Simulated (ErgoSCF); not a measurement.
# HNO3 (peroxynitrous acid) at HF/6-311+G(d,p)

What is the energy change on altering one bond length of HNO3 (peroxynitrous acid) at HF/6-311+G**? 

The calculation is run with ErgoSCF 3.8.

4 further runs of the same task are left out: 2 that didn't finish, 2 set aside as unsound or not needed.

### 1 The molecule

HNO3: 5 atoms, total charge 0, spin state singlet. As SMILES, `O=NOO`. The coordinates come from a PBE0-D4/def2-TZVP relaxation. This is one conformer, not always the lowest.

Bond lengths: O1–N2 1.180 Å, N2–O3 1.353 Å, O3–O4 1.401 Å, O4–H5 0.984 Å. Angles: O1–N2–O3 114.6°, N2–O3–O4 114.1°, O3–O4–H5 101.0°.

### 2 A single-point energy at HF/6-311+G(d,p)

Input file molecule.xyz:

```xyz
5
HNO3
O      0.136350    -0.835310     0.979060
N     -0.871770    -0.628300     0.400790
O     -0.775090     0.288530    -0.589000
O      0.508600     0.826880    -0.747550
H      1.001920     0.348200    -0.043280
```

Input file input.ego:

```
set_nthreads(1)
molecule "molecule.xyz"
basis = "6-311+G**"
scf.use_diagonalization = 1
tmpdir = "."
scf.max_number_of_iterations = 120
scf.output_mulliken_pop = 1
run "HF"
```

The basis set 6-311+G** is read from a file made from the Basis Set Exchange's data (not shown).

On the command line:

```bash
$ ergo < input.ego
```

Standard output, cut to the lines that bear on the results:

```text
[...]
INSC SCF_general constructor, number of basis functions: 94
[...]
INSC Energy   1 =       -128.67040823249
[...]
INDE E_LUMO =          0.06238465910
[...]
INSC Energy  21 =       -279.47510121815  ( diff     -0.000000000001080 )
[...]
RESC CONVERGED after  21 iterations.
RESC FINAL ENERGY:       -279.47510121815
[...]
INSC SCF: dipole_moment_x [atomic units] =       0.28661148
INSC SCF: dipole_moment_y [atomic units] =      -0.18031125
INSC SCF: dipole_moment_z [atomic units] =       0.30006811
[...]
```

It took 44 s on 1 thread of Arm Neoverse V1, shared host.

### 3 The distorted shape, same level

Input file geom.xyz:

```xyz
5

O     -0.505486    -1.104481     1.058334
N     -1.513606    -0.897471     0.480064
O     -1.416926     0.019359    -0.509726
O      0.508600     0.826880    -0.747550
H      1.001920     0.348200    -0.043280
```

Input file ergo.in:

```
set_nthreads(1)
molecule "geom.xyz"
scf.max_number_of_iterations = 120
basis = "6-311+G**"
scf.use_diagonalization = 1
charge = 0
tmpdir = "."
scf.output_mulliken_pop = 1
run "HF"
```

The basis set 6-311+G** is read from a file made from the Basis Set Exchange's data (not shown).

On the command line:

```bash
$ ergo ergo.in
```

Standard output, cut to the lines that bear on the results:

```text
[...]
INSC SCF_general constructor, number of basis functions: 94
[...]
INSC Energy   1 =       -127.90387494155
[...]
INDE E_LUMO =         -0.07429555942
[...]
INSC Energy  86 =       -279.36134187650  ( diff     -0.000000000002615 )
[...]
RESC CONVERGED after  86 iterations.
RESC FINAL ENERGY:       -279.36134187650
[...]
INSC SCF: dipole_moment_x [atomic units] =       0.61684973
INSC SCF: dipole_moment_y [atomic units] =      -0.13501357
INSC SCF: dipole_moment_z [atomic units] =       0.36328583
[...]
```

Run time: 2.8 min. Hardware: 1 thread of Arm Neoverse V1, shared host.

### 4 Outcome

Level: HF/6-311+G**.

| quantity | value |
| --- | --- |
| first shape: total energy | -279.47510 Eh |
| first shape: dipole moment | 1.15 D |
| distorted shape: total energy | -279.36134 Eh |
| distorted shape: dipole moment | 1.85 D |
| energy change with the O3–O4 bond stretched from 1.401 to 2.101 Å | 3.096 eV |

**Reading.** One bond (distorted shape) is far stretched, which a spin-restricted single reference describes badly; a broken-symmetry solution may lie lower. With the O3–O4 bond stretched from 1.401 to 2.101 Å the energy rises by 3.10 eV (71 kcal/mol). The first shape isn't relaxed at this level, so the change isn't measured from a minimum. A restricted reference can't describe the breaking bond well at this length.
